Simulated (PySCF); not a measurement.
dichloroketene, C₂Cl₂O, SMILES O=C=C(Cl)Cl, point group C2v.

Force field and properties: B3LYP/pcSseg-1 (PySCF, grid level 2). Vibrational terms come from second-order perturbation theory with semi-diagonal cubic constants, by steps of ±0.6 along the normal coordinates of each isotopologue. The parent has the commonest isotopes.

Equilibrium geometry (Å):

| atom | x | y | z |
| --- | --- | --- | --- |
| O1 | 2.0740 | -0.0611 | -0.0248 |
| C2 | 0.9117 | -0.0254 | -0.0186 |
| C3 | -0.4037 | 0.0149 | -0.0115 |
| Cl4 | -1.3201 | -1.4659 | -0.0399 |
| Cl5 | -1.2274 | 1.5489 | 0.0260 |

(1) Give the equilibrium and ground-state rotational constants (MHz) of parent; ¹⁸O at 1; ¹³C at 3; ¹⁸O at 1, ¹³C at 2; ³⁷Cl at 4; ¹³C at 2; ¹⁸O at 1, ¹³C at 3.

(2) How is the parent's vibrational correction B0 − Be made up?

(3) And its quartic centrifugal distortion constants from the harmonic force field?

(4) Which nuclear quadrupole couplings χaa, χbb, χcc (MHz) does the parent show, at equilibrium and averaged?

A mode lies under 250 cm⁻¹, where this perturbation treatment is rough.

Results:

(1) 
```json
{"species": "parent", "Ae": "3175.7", "Be": "2941.7", "Ce": "1527.1", "A0": "3167.2", "B0": "2937.4", "C0": "1521.9", "Δ0 (u Å²)": "0.448", "harmonic ZPE (cm⁻¹)": "3360"}
{"species": "¹⁸O at 1", "Ae": "3175.7", "Be": "2741", "Ce": "1471.2", "A0": "3167.2", "B0": "2737", "C0": "1466.3", "Δ0 (u Å²)": "0.459", "harmonic ZPE (cm⁻¹)": "3324"}
{"species": "¹³C at 3", "Ae": "3175.7", "Be": "2941.7", "Ce": "1527.1", "A0": "3167.5", "B0": "2937.5", "C0": "1522", "Δ0 (u Å²)": "0.447", "harmonic ZPE (cm⁻¹)": "3318"}
{"species": "¹⁸O at 1, ¹³C at 2", "Ae": "3175.7", "Be": "2715.4", "Ce": "1463.8", "A0": "3167.2", "B0": "2711.5", "C0": "1458.9", "Δ0 (u Å²)": "0.459", "harmonic ZPE (cm⁻¹)": "3275"}
{"species": "³⁷Cl at 4", "Ae": "3100", "Be": "2909.5", "Ce": "1500.9", "A0": "3092.2", "B0": "2904.9", "C0": "1495.8", "Δ0 (u Å²)": "0.452", "harmonic ZPE (cm⁻¹)": "3354"}
{"species": "¹³C at 2", "Ae": "3175.7", "Be": "2910.3", "Ce": "1518.6", "A0": "3167.2", "B0": "2906.1", "C0": "1513.5", "Δ0 (u Å²)": "0.448", "harmonic ZPE (cm⁻¹)": "3311"}
{"species": "¹⁸O at 1, ¹³C at 3", "Ae": "3175.7", "Be": "2741", "Ce": "1471.2", "A0": "3167.5", "B0": "2737.1", "C0": "1466.4", "Δ0 (u Å²)": "0.458", "harmonic ZPE (cm⁻¹)": "3282"}
```

Δ0 = Ic − Ia − Ib from the ground-state constants.

(2) 
```csv
axis,harmonic,Coriolis,cubic,total (MHz)
a,5.74,-0.534,-13.6,-8.42
b,4.61,-0.877,-8.04,-4.3
c,0.437,-0.284,-5.32,-5.16
```

(3) Asymmetric top, A reduction, IIIr representation: ΔJ = 1.13 kHz, ΔJK = 0.641 kHz, ΔK = -1.71 kHz, δJ = 0.154 kHz, δK = 17.3 kHz.

(4) 35Cl at 4: 5.2, -54.1, 48.9 and 5.2, -53.8, 48.6; 35Cl at 5: 5.1, -54.0, 48.9 and 5.1, -53.7, 48.6.
